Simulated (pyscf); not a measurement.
PySCF, gas phase, ωB97X-D3(BJ)/def2-SVP geometries.

Task: Estimate the classical barrier height and the reaction energy of H₃Ge–AsH₂ + H₂O -> AsH₃ + HO–GeH₃ at PBE0-D3(BJ)/def2-TZVP. The step runs on the singlet surface, breaks As–Ge, H–O and forms As–H, Ge–O; take the separated reactants as zero.

Result: ΔE‡ = 37.8 kcal/mol, ΔE = +5.7 kcal/mol. ωB97M-D3(BJ)/def2-TZVP gives 39.9 kcal/mol and +3.0 kcal/mol. Zero-point energy shifts the barrier by -0.3 kcal/mol. It is a four-centre exchange, with an imaginary mode of 514i cm⁻¹. One saddle was located; it need not be the lowest between these sides. Elements up to Kr have no core potential and no relativistic terms here.
